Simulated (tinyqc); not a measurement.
Pariser-Parr-Pople SCF with singles CI, for the molecule N=CC=CN (SMILES; centres numbered as the heavy atoms are written), step by step. One step of it, computed by the program tinyqc.

Task: Iteration 1: Fock matrix. F_rr = H_rr + P_rr gamma_rr / 2 + sum_(s != r) P_ss gamma_rs; F_rs = H_rs - P_rs gamma_rs / 2; E = tr P (H + F) / 2 + core repulsion sum_(r<s) z_r z_s gamma_rs.

P at the start, lower triangle:
```
           1N         2C         3C        4C        5N
1N   1.297719
2C   0.807417   1.000000
3C  -0.312779   0.554938   1.328600
4C  -0.224408   0.000000   0.602863  1.000000
5N   0.333544  -0.200305  -0.350416  0.765635  1.373680
```

core matrix H (eV), lower triangle:
```
            1N          2C          3C          4C          5N
1N  -31.367251
2C   -2.700000  -31.937735
3C    0.000000   -2.570000  -34.126018
4C    0.000000    0.000000   -2.570000  -35.142278
5N    0.000000    0.000000    0.000000   -2.410000  -41.195286
```

repulsion gamma_rs (eV), lower triangle:
```
           1N         2C         3C         4C         5N
1N  12.300000
2C   5.475875  11.130000
3C   3.940614   5.346287  11.130000
4C   2.919095   3.873196   5.346287  11.130000
5N   2.465834   3.041188   4.166415   5.921850  16.800000
```

Centres (angstrom, eV; a flat drawing with bonds scaled to 1.40 angstrom):
```
centre          x          y  core charge z          W   gamma_rr
1N      -2.425000   0.280000              1  14.100000  12.300000
2C      -1.212000  -0.420000              1  11.160000  11.130000
3C       0.000000   0.280000              1  11.160000  11.130000
4C       1.212000  -0.420000              1  11.160000  11.130000
5N       2.425000   0.280000              2  25.600000  16.800000
```

Give: F; pi energy.

Result:

F (eV), lower triangle:
```
         1N       2C       3C       4C        5N
1N  -6.3685
2C  -4.9107  -4.1127
3C   0.6163  -4.0534  -5.2026
4C   0.3275   0.0000  -4.1815  -6.6781
5N  -0.4112   0.3046   0.7300  -4.6770  -11.9579
```

pi energy = -87.9996 eV
